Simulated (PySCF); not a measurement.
CH3Cl, SMILES CCl (connectivity only; charge and spin as stated), charge +1, multiplicity 2.

Geometry: PBE-D3(BJ)/def2-TZVP. A frequency run showed that this geometry is not a minimum. The multiplicity is an assumed one; other spin states were not compared.

Two levels are set side by side: PBE/def2-TZVPD (PySCF) and M06-2X/def2-TZVPD (PySCF). Same geometry, gas phase. Differences are taken from unrounded values.

```csv
quantity,M06-2X,PBE,PBE minus M06-2X
α-spin orbital gap (eV),13.07,7.72,-5.35
β-spin orbital gap (eV),5.39,0.43,-4.96
mean polarisability (bohr³),25.5,25.8,0.3
```

Rough cost on one machine, each run with all the roots and properties that it gave: M06-2X against PBE about 4 times.
